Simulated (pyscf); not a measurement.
**Routes from silicon tetrafluoride (F–Si(F)(F)–F) + difluorosilylene (F–Si:–F) [singlet]**

Candidate steps break at most two bonds and form at most two. Each was searched with GFN2-xTB (tblite) first. Single points on ωB97X-D3(BJ)/def2-SVP structures (PySCF, gas phase). Energies: ωB97M-D3(BJ)/def2-TZVP, eV, from the separated reactants, singlet surface; ΔG‡ with ideal gas, 1 atm, RRHO with modes under 100 cm⁻¹ raised to 100, one conformer, R ln 2 for chiral ones without a mode under 150 cm⁻¹.

```csv
products,type,ΔE‡,ΔE,ΔG‡ 298 K,ΔG‡ 900 K,ν‡ (cm⁻¹)
F–Si(F)(F)–F + F–Si:–F [singlet],four-centre exchange,0.65,0.00,1.19,2.22,85i
F–Si(F)(F)–Si(F)(F)–F,insertion,0.89,-1.07,1.37,2.28,177i
```

Plain bond fissions and candidates not yet searched are not listed, and one of them may be faster. Each barrier is that of the saddle found; lower ones may exist.
